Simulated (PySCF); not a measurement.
## Structure from 2D NMR

Compound of formula C$_{5}$H$_{10}$. Correlations simulated from computed shifts and couplings:

HSQC (one-bond C–H):
```
  δH     δC  $^{1}J$(C,H) (Hz)
6.13  150.7                157
5.25  120.8                164
5.14  120.8                168
2.02   43.1                131
1.33   29.2                132
0.98   17.4                132
```

COSY cross peaks (|J| ≥ 2 Hz):
```
  δH    δH  abs. J (Hz)  bonds
6.13  5.25         17.9      3
6.13  5.14         11.2      3
6.13  2.02          8.4      3
5.25  5.14          2.4      2
2.02  1.33          7.9      3
1.33  0.98          8.2      3
```

HMBC (two and three bonds, |J| ≥ 2.5 Hz):
```
  δH                                 δC [abs. J in Hz]
6.13                            43.1 [5.4], 29.2 [2.7]
5.25                                        43.1 [7.7]
5.14                                       43.1 [12.2]
2.02  150.7 [5.8], 120.8 [7.2], 29.2 [4.7], 17.4 [2.8]
1.33               150.7 [2.5], 43.1 [3.5], 17.4 [3.3]
0.98                            43.1 [6.1], 29.2 [3.4]
```

Computed data (PySCF): spin–spin couplings from B3LYP/pcJ-1 (without the spin–dipole term), geometry from PBE0-D3(BJ)/def2-SVP, shielding tensors at B97-2/pcSseg-2 (GIAO). Equivalent nuclei averaged, a single conformation, non-relativistic Hamiltonian, in vacuum.

Shifts are taken against calculated references (same method and geometry level): $^{1}$H (31.36 ppm), $^{13}$C (183.46 ppm) against TMS.

Exchangeable hydrogens are left out of these lists, and C,H couplings along chains are those of one rotamer, so weak HMBC peaks may be missing or extra.

Question: Assemble the structure.

Answer: 1-pentene (SMILES C=CCCC).

Structure with atom numbers: `[CH2:1]=[CH:2][CH2:3][CH2:4][CH3:5]`; H(Xn) means a hydrogen on atom n. Ha(C1) is cis to C3; Hb(C1) is trans to C3.

1. δC 150.7 is C2, an alkene CH (δH 6.13).
2. δC 120.8 is C1, a terminal =CH2 carbon (δH 5.25, 5.14).
3. δC 43.1 is C3, an allylic sp3 CH2 (δH 2.02).
4. δC 29.2 is C4, an sp3 CH2 (δH 1.33).
5. δC 17.4 is C5, a methyl carbon (δH 0.98).
6. COSY links 6.13–5.25, 6.13–5.14, 6.13–2.02, 5.25–5.14, 2.02–1.33, 1.33–0.98.

Unscaled 3J(H,H) at this level run about 10 % above measured values. Shifts are as computed. Against solution values, carbons near 30 ppm lie about +4 ppm off and those near 130 ppm about +7 ppm. Of 1211 compounds with measured shifts, 218 miss one by over three times the rms of a fit or turn the order of signals round; such compounds aren't used in these exercises. Couplings across =CH–CH2 type bonds come from one rotamer and its mirror image, and can be 1–2 Hz further off. Across freely rotating sp3–sp3 bonds, 3J(H,H) is taken as (2 J gauche + J anti)/3 from the one conformer, which assumes equal rotamer populations.
